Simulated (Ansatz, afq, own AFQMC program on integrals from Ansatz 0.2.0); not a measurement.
## Where AFQMC and coupled cluster stand for SiH$_{2}$Br, doublet

```xyz
4

Br   -2.4916    0.3699    0.0000
H    -0.2616    0.3699    0.0000
Si    1.1784    0.3699    0.0000
H     1.5748   -1.1096    0.0000
```

Connectivity, by distances: Br ··· SiH2.

Basis cc-pVTZ. Only valence electrons are correlated. Integrals, coupled cluster, full CI and functionals: Ansatz 0.2.0; the random walks run on the same integrals in our own AFQMC program. ph-AFQMC/CISD is guided by a CISD state made of CCSD amplitudes; releasing the constraint for a short imaginary time cuts its bias at the price of noise, slowly where states lie close. Uncertainties: one standard error, sampling alone. No spin–orbit coupling.

Determinant: ROHF, the one that the program's search chose, which needn't be the lowest solution. The geometry is a point of a scan.

No full CI on the walks' own integrals is used here; CCSDT(Q) serves as the reference and is uncertain by about the last step of the cluster series.

Cautions: no relativity below Rb; no spin-orbit coupling; inner d shell frozen; higher spins were not checked; a spin-contaminated unrestricted determinant lies lower (UHF 342 meV lower, ⟨S²⟩ 1.28).

* T1 diagnostic: 0.0288
* weight of the determinant in the CISD state: 0.832
* size of the correlated space: 13 electrons in 86 orbitals

```json
{"level": "MP2", "correlation energy (eV)": "-7.0053"}
{"level": "CCSD", "correlation energy (eV)": "-8.2438"}
{"level": "CCSD(T)", "correlation energy (eV)": "-8.5117"}
```

Q: Estimate where phaseless AFQMC with the Hartree–Fock trial lies against CCSD(T) on the same integrals.

A: 0.25 ± 1.03 mEh below CCSD(T). The gap is under twice the noise, so this walk alone can't tell the two apart.

Reference: CCSDT(Q), correlation energy -8.565 eV. The released energy is read at 2.40 1/Eh (meV from the phaseless value at times in 1/Eh: -16 ± 6 at 0.24, -11 ± 8 at 0.51, -24 ± 5 at 0.99, -34 ± 7 at 1.62, -31 ± 6 at 2.40).

```csv
level,E − E(reference) (mEh),share of correlation (%)
CCSD(T),1.96,99.38
CCSDT,0.42,99.87
ph-AFQMC/HF,1.72 ± 1.03,99.45
ph-AFQMC/CISD,0.97 ± 0.22,99.69
released AFQMC,-0.16 ± 0.23,100.05
```

A walk keeps the symmetry of its determinant, which the program's search chose and which needn't be the lowest solution, so a lower state of the same spin and another symmetry isn't excluded. Released energies are given only where the last usable release times agree within the noise; a slower fall can still hide under it.
